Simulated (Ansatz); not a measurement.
in.yaml

```yaml
crystal:
  periodic: [false, false, false]
  atoms:
    - {symbol: Li, position_ang: [0.000000, 0.000000, 0.000000]}
    - {symbol: Be, position_ang: [0.000000, 0.000000, 2.936000]}
basis:
  gaussian: {orbitals: STO-3G}
total_charge: -1
magnetization: {spin_polarized: false, initial_magnetization: 2}
hamiltonian: {xc: {name: PBE0}}
correlation: {method: bccd_t, electrons: all}
scf: {lower_state_search: off}
output: {forces: true}
```

```sh
$ ansatz run in.yaml --threads 1 --pin off --events-out ev --progress --plain --max-ram 2393MiB
```

Output:

```
these checks for a lower state are left out or cut short: starts, cluster_reference, orbital_swaps, neighbouring_geometries, increment
119 factors; integrals over basis functions are off by at most 1.5e-3 eV
mean field evaluation 1: about -586.8496 eV, gradient 1.3e1 eV
mean field evaluation 2: about -586.8936 eV, gradient 1.3e1 eV
mean field evaluation 4: about -589.2407 eV, gradient 7.8e0 eV
mean field evaluation 8: about -590.3529 eV, gradient 1.2e-1 eV
mean field evaluation 16: about -590.3518 eV, gradient 1.7e-3 eV
mean field evaluation 32: about -590.6928 eV, gradient 1.4e-1 eV
mean field -590.69338821 eV, -21.7075816302 hartree, gradient 1.0e-6 eV, S^2 2.000000; 0 other end points of the search recorded, 0 dependent functions left out
reference -587.21868152 eV, -21.5798885148 hartree; 5, 3 occupied and 5, 7 virtual orbitals, 119 factors
second order -0.53617978 eV of doubles, -0.05370680 eV of singles
cycle   1  -0.85206988 eV  change   -2.6e-1 eV  update   7.1e-2
cycle   2  -1.07197492 eV  change   -2.2e-1 eV  update   3.8e-2
cycle   3  -1.08958475 eV  change   -1.8e-2 eV  update   1.3e-2
cycle   4  -1.11175108 eV  change   -2.2e-2 eV  update   6.6e-3
cycle   5  -1.10395681 eV  change    7.8e-3 eV  update   2.5e-3
cycle   6  -1.10672123 eV  change   -2.8e-3 eV  update   1.2e-3
cycle   7  -1.10711599 eV  change   -3.9e-4 eV  update   4.8e-4
cycle   8  -1.10655745 eV  change    5.6e-4 eV  update   1.9e-4
cycle   9  -1.10676737 eV  change   -2.1e-4 eV  update   7.9e-5
cycle  10  -1.10676677 eV  change    6.0e-7 eV  update   2.9e-5
cycle  11  -1.10677105 eV  change   -4.3e-6 eV  update   8.4e-6
cycle  12  -1.10676895 eV  change    2.1e-6 eV  update   4.2e-6
cycle  13  -1.10676953 eV  change   -5.8e-7 eV  update   1.6e-6
cycle  14  -1.10676999 eV  change   -4.6e-7 eV  update   9.0e-7
cycle  15  -1.10676923 eV  change    7.6e-7 eV  update   3.6e-7
cycle  16  -1.10676935 eV  change   -1.2e-7 eV  update   1.8e-7
cycle  17  -1.10676931 eV  change    4.5e-8 eV  update   9.0e-8
perturbative correction -0.00934084 eV, -0.0003432694 hartree
the calculation of the forces begins
Total energy: -588.33479167 eV, -21.6209048061 hartree
Atom 0 at     0.000000     0.000000     0.000000 Å, force     0.000000    -0.000000     0.312898 eV/Å
Atom 1 at     0.000000     0.000000     2.936000 Å, force    -0.000000    -0.000000    -0.312898 eV/Å
Dipole moment:     0.000000    -0.000000     0.960982 e Å
Checks for a lower state left out: starts, cluster_reference, orbital_swaps, neighbouring_geometries, increment
```

Forces (eV/Å):
```
Li   0.000  0.000  0.313
Be   0.000  0.000 -0.313
```

Ran on 1 thread of Arm Neoverse N1, shared host: 1.7 s wall, 0.17 GiB peak host memory.
